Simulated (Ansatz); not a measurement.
**CH3, doublet in cc-pVTZ: errors against UCCSDT(Q)**

Geometry: displaced at random from a stationary point.

```xyz
4

C     0.0173    0.0064   -0.0025
H     0.9324    0.0288    0.0088
H    -0.6231    0.9105   -0.0018
H    -0.5156   -1.0152    0.0222
```

Basis cc-pVTZ; Ansatz 0.2.0. Only valence electrons are correlated (noble-gas cores frozen), which leaves 7 electrons in 71 orbitals. Prefix R: restricted or restricted open-shell reference; prefix U: unrestricted. Active spaces: valence = (7e, 7o) chosen from the atoms' valence shells.

Full CI isn't at hand for all of this; UCCSDT(Q) serves as the reference, and is uncertain by the last step of the cluster series or more. The frozen core follows each run's orbitals, which can shift R against U totals by a few meV.

- UHF ⟨S²⟩: 0.762
- T1 diagnostic (RCCSD): 0.0143
- largest doubles amplitude (RCCSD): 0.035
- T1 diagnostic (UCCSD): 0.0086

```tsv
level	E − E(UCCSDT(Q)) (mEh)	share of correlation (%)	wall time
RHF	188.33	0.00	–
UHF	183.85	2.38	–
RMP2	25.47	86.48	–
UMP2	25.87	86.26	–
RCCSD	5.32	97.18	–
UCCSD	5.23	97.22	–
RCCSD(T)	0.59	99.69	13 s
UCCSD(T)	0.58	99.69	13 s
BCCD(T)	0.59	99.69	3.9 s
RCCSDT	0.14	99.92	–
UCCSDT	0.11	99.94	–
RCCSDT(Q)	0.03	99.98	4.9 min
CASSCF (valence space)	130.15	30.89	–
NEVPT2 (valence space)	27.84	85.22	3.9 s
MRCISD (valence space)	5.87	96.88	–
MRCISD+Q (valence space)	0.69	99.63	8.5 s
```

The correlation energy at UCCSDT(Q), counted from RHF, is -5.125 eV. That run took 4.5 min on 1 thread of Arm Neoverse N1, shared host.

Times hold each run's SCF and search for its determinant on a shared host, so for small cases they say little of a method's own cost; they ran on 1 thread of Arm Neoverse N1. Some runs computed forces too.

Natural occupations of CASSCF (valence space) about the gap: 1.987 1.978 1.974 1.000 0.026 0.021 0.013; effectively unpaired electrons, Σ n²(2−n)², 1.01.
